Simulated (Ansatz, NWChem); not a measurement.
# A ladder of methods for SiH3Cl (chlorosilane)

The species is SiH3Cl (5 atoms), meant as a singlet with charge 0. As SMILES, `[SiH3]Cl`. Geometry: relaxed at PBE0-D4/def2-TZVP.

```xyz
5

Si   -0.1120    0.0186   -0.0309
Cl    1.8383   -0.5135    0.3299
H    -0.9509   -0.4883    1.0791
H    -0.5347   -0.5857   -1.3149
H    -0.1908    1.4954   -0.1047
```

Each level gives the energy change with the Si1–H5 bond stretched from 1.481 to 3.258 Å (eV). The values are calculated.

| level | kind | program | value (eV) | less CCSD(T)/aug-cc-pVDZ |
| --- | --- | --- | --- | --- |
| PBE0/aug-cc-pVDZ (restricted) | global hybrid | NWChem | 4.49 | +0.83 |
| r2SCAN0/aug-cc-pVDZ (restricted) | hybrid meta-GGA | Ansatz | 4.65 | +0.99 |
| wB97X/aug-cc-pVDZ (restricted) | range-separated hybrid | Ansatz | 4.90 | +1.24 |
| B2PLYP/aug-cc-pVDZ (restricted) | double hybrid | NWChem | 4.42 | +0.76 |
| PBE-QIDH/aug-cc-pVDZ (restricted) | double hybrid | Ansatz | 4.75 | +1.09 |
| BCCD(T)/aug-cc-pVDZ (restricted) | coupled cluster or CI | Ansatz | 3.69 | +0.03 |
| CCSD(T)/aug-cc-pVDZ (restricted) | coupled cluster or CI | NWChem | 3.66 | 0.00 |
| CR-CCSD(T)/aug-cc-pVDZ (restricted) | coupled cluster or CI | NWChem | 3.80 | +0.14 |

CCSD(T)/aug-cc-pVDZ (restricted) is the highest level here, not the true value. At this stretch a single reference begins to fail. The first shape isn't each level's own minimum. The values span 3.66 to 4.90 eV.
